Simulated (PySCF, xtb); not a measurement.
**Relaxing a trial structure of BFH4Si**

The starting geometry of this gas-phase singlet has its atoms placed at random.

```yaml
atoms:
  - { symbol: B, position_ang: [0.1717, -0.4568, 0.9670] }
  - { symbol: F, position_ang: [-0.3432, 0.9795, 0.4578] }
  - { symbol: Si, position_ang: [-0.0967, 0.4788, -1.2452] }
  - { symbol: H, position_ang: [-1.2177, -0.2955, -1.2582] }
  - { symbol: H, position_ang: [0.9952, 1.2500, -0.0543] }
  - { symbol: H, position_ang: [0.4669, -1.7676, 1.1074] }
  - { symbol: H, position_ang: [-1.0959, -1.1578, 0.4526] }
```

Q: One run relaxed it with r2SCAN-D4/def2-SVP. What is a likely outcome?

A: It ends as a structure with F2 bridging B1 and Si3, H5 bridging Si3 and B1, given below by its coordinates. Distances that change by over a tenth: B1–H6 (1.35 → 1.20 Å), Si3–H4 (1.36 → 1.53 Å). Contacts that close: B1–F2 (1.61 → 1.52 Å), B1–H5 (2.15 → 1.36 Å), B1–H7 (1.54 → 1.20 Å), Si3–H5 (1.79 → 1.68 Å).

The energy falls by 9.17 eV over 24 steps:

```csv
step,E − E(last) (eV)
1,9.174
4,3.652
6,1.724
9,0.458
11,0.076
14,0.005
16,0.001
19,0.000
21,0.000
24,0.000
```

Final geometry (Å):

```xyz
7

B     0.0241   -0.5944    0.6111
F    -0.6119    0.7854    0.5947
Si    0.0308    0.9316   -1.1698
H    -1.2021    0.2036   -1.6989
H     0.6394   -0.5246   -0.5953
H     0.9613   -0.6211    1.3673
H    -0.8141   -1.4536    0.5501
```

From the same start GFN2-xTB ends elsewhere, in pieces: BFH2 + H2Si.

From so rough a start the end depends on the optimiser's path, so another program may land elsewhere. No frequencies were run, so the end isn't proven a minimum. Run with PySCF 2.14.0, 95 s on 2 threads of Arm Neoverse V2, with other jobs on the host.
